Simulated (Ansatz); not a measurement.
Two structures of C$_{2}$H$_{7}$Al, singlet, reached by relaxing down either side of one saddle point (PBE0-D4/def2-TZVP). Energies are electronic, without zero-point energy. Computed with Ansatz 0.2.0 (basis: def2-TZVPP and def2-QZVPP); correlated methods freeze the cores. Extrapolation: Hartree–Fock as exp(−7.88 √X), correlation as X^−2.97. First:

Al1  (0.562, 0.174, -0.370)
H2  (1.848, 0.544, -1.238)
C3  (-1.205, 0.498, -1.138)
H4  (-1.318, -0.030, -2.091)
C5  (0.818, -0.604, 1.404)
H6  (-2.026, 0.192, -0.485)
H7  (-1.338, 1.562, -1.366)
H8  (-0.090, -0.600, 2.012)
H9  (1.143, -1.647, 1.312)
H10  (1.606, -0.088, 1.962)
(Å)

Second:

Al1  (-0.288, 0.117, 0.059)
H2  (1.159, 0.460, -1.437)
C3  (-1.620, 0.811, -0.917)
H4  (0.821, -0.184, -1.689)
C5  (0.838, -0.706, 1.413)
H6  (-2.628, 1.008, -0.567)
H7  (-1.446, 1.114, -1.946)
H8  (0.259, -0.857, 2.329)
H9  (1.208, -1.682, 1.090)
H10  (1.697, -0.080, 1.664)
(Å)

Which bonds change from the first to the second?

C₂H₇Al ([CH3][AlH][CH3]) → C₂H₅Al ([CH2][Al][CH3]) + H₂; bonds formed: H2–H4; bonds broken: Al1–H2, C3–H4.

Give the saddle point's structure and its height above each. (To be estimated.)

The calculation gives: 298.0 kJ/mol above the first and 27.5 kJ/mol above the second (CCSD(T) at an estimated basis limit (MP2 extrapolated from triple and quadruple zeta, plus CCSD(T) − MP2 in triple zeta)).
| atom | x (Å) | y (Å) | z (Å) |
| --- | --- | --- | --- |
| Al1 | 0.0838 | 0.4131 | 0.0494 |
| H2 | 0.9647 | 0.2258 | -1.5161 |
| C3 | -1.3971 | 0.7065 | -0.9953 |
| H4 | 0.0820 | -0.0110 | -1.6555 |
| C5 | 0.8798 | -0.6537 | 1.4686 |
| H6 | -2.4504 | 0.5758 | -0.7499 |
| H7 | -1.2695 | 1.3654 | -1.8565 |
| H8 | 0.1347 | -0.8885 | 2.2339 |
| H9 | 1.2622 | -1.5961 | 1.0664 |
| H10 | 1.7099 | -0.1374 | 1.9554 |

T1 diagnostic: at most 0.015. The restricted Hartree–Fock reference is unstable towards an unrestricted one at one or more of these structures.

Labels in which every atom is bracketed show which atoms are joined, not bond orders.

For scale, one of the runs: CCSD(T)/def2-TZVPP, 202 basis functions, launched by `ansatz run in.yaml --threads 2 --pin off --events-out ev --progress --plain --max-ram 4352MiB`. Hardware: 2 CPU threads of an Arm Neoverse V1, shared host. Wall time 53 s; peak host memory 2.4 GiB.
